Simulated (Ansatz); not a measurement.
I need a rigid torsion scan of C4H3O (charge -1), SMILES C#CC(=C)[O-]. Use the Ansatz DFT code, driven from Python. Settings (for the species named): PBE0, 6-31G* basis, multiplicity 1.

```xyz
8

C     1.9663    0.6109    0.0068
C     0.8963    0.0927    0.1822
C    -0.3810   -0.5213    0.3870
C    -1.3924   -0.0598   -0.3641
O    -0.3718   -1.4242    1.2600
H     2.9200    1.0556   -0.1329
H    -1.2555    0.7334   -1.0872
H    -2.3820   -0.4873   -0.2519
```

The script, `torsion_c4h3o.py`:
```python
'''Rigid torsion scan of C4H3O(-).'''

import ansatz as az
from ase import Atoms

atoms = Atoms(['C', 'C', 'C', 'C', 'O', 'H', 'H', 'H'], positions=[
    (1.9663, 0.6109, 0.0068),
    (0.8963, 0.0927, 0.1822),
    (-0.381, -0.5213, 0.387),
    (-1.3924, -0.0598, -0.3641),
    (-0.3718, -1.4242, 1.26),
    (2.92, 1.0556, -0.1329),
    (-1.2555, 0.7334, -1.0872),
    (-2.382, -0.4873, -0.2519),
])

# relax first, so that the scan starts from a minimum
first = az.Crystal.molecule_from_ase(atoms).calculation()
first = first.basis(gaussian='6-31G*').charge(-1)
first = first.functional('pbe0').relax(force_tolerance=0.02, max_steps=80)
atoms.positions = first.run(threads=1).report['positions_ang']

start = atoms.get_dihedral(1, 2, 3, 6)
energies = {}
for turn in range(0, 360, 40):
    turned = atoms.copy()
    turned.set_dihedral(1, 2, 3, 6, start + turn, indices=[3, 6, 7])
    setup = (
        az.Crystal.molecule_from_ase(turned).calculation()
        .basis(gaussian='6-31G*')
        .correlation('MP2')
        .charge(-1)  # electrons removed from the neutral system
    )
    energies[round((start + turn) % 360)] = setup.run(threads=1).report['free_energy_ev']
floor = min(energies.values())
print('dihedral C1-C2-C3-H6 (deg)   E - E(min) (kcal/mol)')
for angle, e in sorted(energies.items()):
    print(f'{angle:8d} {23.060548 * (e - floor):14.3f}  ' + '#' * int(30 * (e - floor) / max(max(energies.values()) - floor, 1e-9)))
```

```console
$ python torsion_c4h3o.py
dihedral C1-C2-C3-H6 (deg)   E - E(min) (kcal/mol)
      40         14.087  ########
      80         48.966  ##############################
     120         30.353  ##################
     160          3.583  ##
     200          3.603  ##
     240         30.411  ##################
     280         48.907  #############################
     320         14.026  ########
     360          0.000
```

Caveats:
- The scan is rigid and the energies are electronic, in a modest basis. With rigid groups the curve can differ much from the relaxed path, the start wasn't checked as a minimum of this torsion, and equivalent turns needn't return to the same energy.
- Anions want diffuse functions, which this basis lacks.
- The start is relaxed with a density functional and scanned with the wavefunction method, so it isn't exactly that method's minimum.
- Wall time of the script: 25 s on 1 thread of Arm Neoverse V2 (shared host), peak memory 0.22 GiB.
